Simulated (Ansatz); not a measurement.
This script for Ansatz's Python interface starts 6 runs on CH₅N, SMILES CN. What input does the engine get in each?

The script, `ch5n.py`:
```python
from pathlib import Path

import ansatz as az
import numpy as np
from rdkit import Chem
from rdkit.Chem import AllChem


def main() -> None:
    rd = Chem.AddHs(Chem.MolFromSmiles("CN"))
    AllChem.EmbedMolecule(rd, randomSeed=558)
    AllChem.UFFOptimizeMolecule(rd)
    mol = az.Crystal.molecule()
    for atom, xyz in zip(rd.GetAtoms(), rd.GetConformer().GetPositions()):
        mol = mol.atom(atom.GetSymbol(), xyz.round(5).tolist())

    job = mol.calculation().basis(gaussian="def2-SVP")

    print("functional    E (Ha)        dipole (D)   HOMO (eV)  LUMO (eV)")
    for name in ["r2scan0", "hse06", "hf", "lc_wpbe", "blyp", "lda"]:
        r = job.functional(name).forces().orbitals().run(threads=1, backend="cpu", runs_dir="runs").report
        lines = Path(r["orbitals_path"]).read_text().splitlines()
        field_of = lambda key: [line.split("=")[1].strip() for line in lines if line.startswith(key)]
        orbitals = [(27.211386 * float(e), s, float(n)) for e, s, n in zip(field_of("Ene="), field_of("Spin="), field_of("Occup="))]
        homo = max(e for e, _, n in orbitals if n > 0.5)
        lumo = min(e for e, _, n in orbitals if n < 0.5)
        dipole = 4.803205 * np.linalg.norm(r["charge_distribution"]["dipole_moment_e_ang"])
        print(f"{name:10s} {r['free_energy_ev'] / 27.211386246:14.6f} {dipole:9.3f} {homo:11.3f} {lumo:10.3f}")


if __name__ == "__main__":
    main()
```

Run 1:
```yaml
crystal:
  periodic: [false, false, false]
  atoms:
    - { symbol: C, position_ang: [-0.55983, 0.12339, -0.01679] }
    - { symbol: "N", position_ang: [0.8339, -0.1279, -0.35547] }
    - { symbol: H, position_ang: [-1.21166, -0.588, -0.56649] }
    - { symbol: H, position_ang: [-0.7202, -0.00257, 1.07627] }
    - { symbol: H, position_ang: [-0.83435, 1.15872, -0.30984] }
    - { symbol: H, position_ang: [1.42154, 0.5305, 0.20551] }
    - { symbol: H, position_ang: [1.0706, -1.09415, -0.0332] }
basis:
  gaussian:
    orbitals: def2-SVP
hamiltonian:
  xc: r2scan0
output:
  orbitals: {}
  forces: true
```

Run 2, against run 1:
```diff
-  xc: r2scan0
+  xc: hse06
```

Run 3, against run 1:
```diff
-  xc: r2scan0
+  xc: hf
```

Run 4, against run 1:
```diff
-  xc: r2scan0
+  xc: lc_wpbe
```

Run 5, against run 1:
```diff
-  xc: r2scan0
+  xc: blyp
```

Run 6, against run 1:
```diff
-  xc: r2scan0
+  xc: lda
```

```console
$ python ch5n.py
functional    E (Ha)        dipole (D)   HOMO (eV)  LUMO (eV)
r2scan0        -95.707606     1.486      -6.737      2.287
hse06          -95.658263     1.457      -6.080      1.377
hf             -95.140786     1.556     -10.510      4.732
lc_wpbe        -95.727921     1.506      -9.394      4.068
blyp           -95.724908     1.346      -4.734      0.783
lda            -94.920271     1.449      -4.866      0.740
```

Caveats:
- Total energies depend on the basis set; only differences at equal settings carry meaning.
- The geometry is a force-field or estimated start, not a minimum of this method, and the basis set is short of its limit. A lower total doesn't mark the better method: functionals have no common bound, and MP2 and coupled cluster aren't variational.
- Levels such as HOMO and LUMO are orbital energies: with these approximate functionals they aren't the ionisation energy and electron affinity, and their gap isn't the fundamental gap.
- hse06 follows the composition of plane-wave codes, whose totals differ by tens of mHa, up to about 0.1 Ha, from the form usual in Gaussian-basis programs (wpbeh).
- Run time: 5.3 s on 1 thread of Arm Neoverse V2, with other jobs on the host, peak memory 0.22 GiB.
